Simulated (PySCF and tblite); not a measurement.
Results of a calculation; reference values are marked as such.
C₄H₄O₂, numbered as in [O:1]=[C:2]=[CH:3][CH2:4][CH:5]=[O:6].

Free energies: BHandHLYP-D3(BJ)/def2-TZVP on PBE0-D3(BJ)/def2-SVP structures plus GFN2-xTB thermal terms, symmetry and mirror images included. Conformers within 2.5 kcal/mol (GFN2-xTB free energy) were kept, 4 at most. Codes: tblite and PySCF.

Torsions listed: C2–C3–C4–C5, C3–C4–C5–O6. Of a mirror pair one member is shown.

```tsv
conformer	shape	symmetry	dipole D
1	177°, 0°	Cs	2.64
2	-110°, -133°	C1 (pair)	1.41
```

Problem. Which of these conformers is the most populated at 298.15 K, and with what share?

Solution. Conformer 2, about 59 %. The lead over the next is within the error of the method.

Problem. Give the DFT energies and free energies relative to the lowest, and all weights.

Solution. 
```json
{"conformer": "1", "shape": "177°, 0°", "E(DFT) kcal/mol": "0.00", "G(298.15 K) kcal/mol": "0.21", "weight %": "41.3"}
{"conformer": "2", "shape": "-110°, -133°", "E(DFT) kcal/mol": "0.00", "G(298.15 K) kcal/mol": "0.00", "weight %": "58.7"}
```

Problem. How does its share change from 150 K to 800 K?

Solution. From 52 % to 63 %; the mixing entropy goes from 2.09 to 2.18 cal/(mol K).
